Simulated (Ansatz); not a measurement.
Total energies of C$_{2}$H$_{5}$Al, SMILES `[CH2]1[CH2][AlH]1`.

Cartesian coordinates in Å:
```
C -0.661 -0.238 0.554
C 0.684 0.532 0.225
Al -0.035 -0.465 -1.231
H -1.507 0.404 0.793
H -0.566 -1.022 1.304
H 1.553 0.192 0.785
H 0.611 1.617 0.274
H -0.078 -1.021 -2.703
```

The species carries charge 0 and has multiplicity 1. The structure was optimised at the PBE0-D4/def2-TZVP level. Basis def2-TZVPP, Ansatz.

RPA on PBE orbitals: Hartree–Fock energy of these orbitals -320.48799 Eh, correlation -0.73912 Eh (frozen core).

```tsv
functional	energy without D4 (Eh)	D4 term (kJ/mol)
PBE	-321.36059	-11.3
revPBE	-321.53687	-37.0
BLYP	-321.56933	-25.4
r2SCAN	-321.53243	-2.6
B97M-V	-321.55891	–
PBE0	-321.39641	-9.3
B3LYP	-321.64022	-18.3
r2SCANh	-321.52730	-2.7
r2SCAN0	-321.52024	-3.0
HSE06 (plane-wave form)	-321.38523	-8.7
BHLYP	-321.55820	-13.9
CAM-B3LYP	-321.56648	-9.4
ωB97X-V	-321.54714	–
B2PLYP	-321.41561	–
```

Task: Give the same for LDA (SPW92), LC-ωPBE, ωB97M-V, PBE-QIDH. (An estimate is asked.)

Result: Computed: 
| functional | energy without D4 (Eh) | D4 term (kJ/mol) |
| --- | --- | --- |
| LDA (SPW92) | -319.79918 | – |
| LC-ωPBE | -321.47586 | – |
| ωB97M-V | -321.54617 | – |
| PBE-QIDH | -321.29425 | – |

B3LYP takes the VWN-RPA correlation (the form of Gaussian; ORCA's B3LYP/G). HSE06 is the plane-wave form, built on full-range PBE exchange. The double hybrids freeze the cores in their second-order part.

LC-ωPBE has ω = 0.4 bohr⁻¹.
